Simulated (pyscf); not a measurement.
# Routes from GeH₄ (SMILES [GeH4]) + H₂O (SMILES O)

Candidate steps break at most two bonds and form at most two. Each was searched with GFN2-xTB (tblite) first. PySCF, gas phase, ωB97X-D3(BJ)/def2-SVP geometries. Energies: ωB97M-D3(BJ)/def2-TZVP, eV, from the separated reactants, singlet surface; ΔG‡ with ideal gas, 1 atm, RRHO with modes under 100 cm⁻¹ raised to 100, one conformer, R ln 2 for chiral ones without a mode under 150 cm⁻¹.

```
products                      type   ΔE‡     ΔE  ΔG‡ 298 K  ΔG‡ 900 K  ν‡ (cm⁻¹)
------------  --------------------  ----  -----  ---------  ---------  ---------
HO–GeH₃ + H₂  four-centre exchange  2.00  +0.02       2.28       3.02      1403i
GeH₄ + H₂O    four-centre exchange  2.58   0.00       2.87       3.51      1173i
```

Plain bond fissions and candidates not yet searched are not listed, and one of them may be faster. Each barrier is that of the saddle found; lower ones may exist. Elements up to Kr have no core potential and no relativistic terms here.
